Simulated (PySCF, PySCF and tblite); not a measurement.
One step of a conformer study of 1,3-dichloropropane, C3H6Cl2, numbered as in [Cl:1][CH2:2][CH2:3][CH2:4][Cl:5]: GIAO PBE0/pcSseg-1 NMR shielding, non-relativistic, gas phase in PySCF; conformer with 180°, 180°.

Torsions listed: Cl1–C2–C3–C4, C2–C3–C4–Cl5. Of a mirror pair one member is shown.

Input:

```
{"job": {"xc": "PBE0", "basis": "pcSseg-1", "kind": "nmr", "pop": false}, "charge": 0, "multiplicity": 1}
Cl    -2.500951    -1.225225     0.305142
C     -1.286177     0.055679     0.047501
C      0.115302    -0.537433     0.077190
C      1.157907     0.549738    -0.141427
Cl     2.796738    -0.154237    -0.105573
H     -1.506039     0.511589    -0.917863
H     -1.425785     0.789571     0.841190
H      0.287916    -1.021808     1.039845
H      0.208315    -1.295123    -0.702706
H      1.038627     1.026545    -1.114338
H      1.119571     1.303373     0.645075
```

Launched as:

```sh
OMP_NUM_THREADS=1 python ens_run.py task.json out
```

Output (atoms count from 0 there):

```
coarse grid: 10232 points
cycle   1  E = -1037.7816631214  dE =  3.575e-01  |g| = 2.746e-01  |ddm| = 2.831e+00
cycle   2  E = -1037.7841271318  dE = -2.464e-03  |g| = 2.864e-01  |ddm| = 7.113e-01
cycle   3  E = -1037.8036155770  dE = -1.949e-02  |g| = 4.720e-02  |ddm| = 3.505e-01
cycle   4  E = -1037.8040635378  dE = -4.480e-04  |g| = 1.958e-02  |ddm| = 4.798e-02
cycle   5  E = -1037.8041554093  dE = -9.187e-05  |g| = 3.983e-03  |ddm| = 1.971e-02
cycle   6  E = -1037.8041591767  dE = -3.767e-06  |g| = 1.285e-03  |ddm| = 5.133e-03
final grid: 89352 points
cycle   7  E = -1037.8325822353  dE = -3.074e-05  |g| = 7.631e-03  |ddm| = 1.988e-02
cycle   8  E = -1037.8325750139  dE =  7.221e-06  |g| = 8.954e-03  |ddm| = 1.319e-02
cycle   9  E = -1037.8325952835  dE = -2.027e-05  |g| = 1.240e-03  |ddm| = 8.413e-03
cycle  10  E = -1037.8325955993  dE = -3.158e-07  |g| = 1.850e-04  |ddm| = 1.588e-03
cycle  11  E = -1037.8325956070  dE = -7.750e-09  |g| = 4.891e-05  |ddm| = 1.932e-04
cycle  12  E = -1037.8325956076  dE = -5.386e-10  |g| = 9.392e-06  |ddm| = 4.441e-05
converged SCF energy = -1037.8325956076

GIAO shielding tensors (ppm)
atom      isotropic    diamagn.    paramagn.     s11        s22        s33       span
  0 Cl     850.093    1145.078    -294.985    674.506    787.679   1088.094    413.588
  1 C      139.865     245.387    -105.522    111.708    137.580    170.308     58.600
  2 C      144.369     247.719    -103.351    113.028    141.863    178.216     65.189
  3 C      139.867     245.389    -105.521    111.694    137.610    170.299     58.605
  4 Cl     850.116    1145.077    -294.961    674.548    787.709   1088.091    413.542
  5 H       28.421      28.965      -0.545     22.252     29.284     33.726     11.474
  6 H       28.423      28.968      -0.545     22.253     29.288     33.728     11.474
  7 H       29.584      29.931      -0.347     24.821     31.659     32.270      7.449
  8 H       29.584      29.934      -0.351     24.824     31.660     32.267      7.444
  9 H       28.422      28.965      -0.543     22.252     29.288     33.725     11.473
 10 H       28.421      28.967      -0.546     22.250     29.285     33.728     11.479
```

It took 7.7 s on 1 thread of Arm Neoverse V1, shared host (rough), peak memory 0.6 GiB, launched as `OMP_NUM_THREADS=1 python ens_run.py task.json out`.
